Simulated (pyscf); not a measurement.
A first-order saddle from PySCF, ωB97X-D3(BJ)/def2-SVP:

```
Mg
O 1 1.9804
H 2 0.9620 1 149.13
H 2 1.1293 3 117.42 1 -96.84
C 4 1.5762 2 155.56 3 151.25
H 5 1.1054 4 83.20 2 164.74
H 5 1.1107 6 102.79 4 125.41
C 5 1.5423 6 109.07 7 116.27
H 8 1.1043 5 111.38 6 65.35
H 8 1.1045 9 106.75 5 124.56
H 8 1.1077 9 106.30 10 112.58
C 1 2.0982 2 145.44 3 65.07
H 12 1.1070 1 110.06 2 -40.98
H 12 1.1073 13 104.43 1 -117.27
C 12 1.5396 13 109.38 14 -116.84
H 15 1.1046 12 111.91 13 -62.32
H 15 1.1046 16 106.29 12 122.58
H 15 1.1059 16 106.48 17 113.29
```

Surface: singlet, charge 0. Lowest wavenumbers (cm⁻¹): 893i, 5, 58, 74, 103.

Name the species on either side of this saddle.

H₃C–CH₂–Mg–CH₂–CH₃ + water (H₂O) ⇌ H₃C–CH₂–Mg–OH + ethane (H₃C–CH₃), a four-centre exchange read from left to right: C–Mg, H–O broken and Mg–O, C–H formed. At ωB97M-D3(BJ)/def2-TZVP it lies -0.39 eV from the left side and +1.32 eV from the right (each side as separated species at their lowest minima found). On the reactant side the descent ends in an adduct with a Mg–O contact (not fully relaxed), 0.75 eV under the separated species and 0.30 eV under the saddle at ωB97X-D3(BJ)/def2-TZVP. On the product side the descent ends in a complex (not fully relaxed), 0.25 eV under the separated species and 1.51 eV under the saddle at ωB97X-D3(BJ)/def2-TZVP. At ωB97M-D3(BJ) the saddle lies under the separated reactants, which points to a path from their complex (located at ωB97X-D3(BJ) alone). What is counted as formed (Mg–O) is already present as a longer contact in the reactant adduct; forming that adduct is a step of its own. At the saddle there is also a short H–Mg contact that neither side keeps. This is the saddle that the search found; another between the same sides may lie lower.
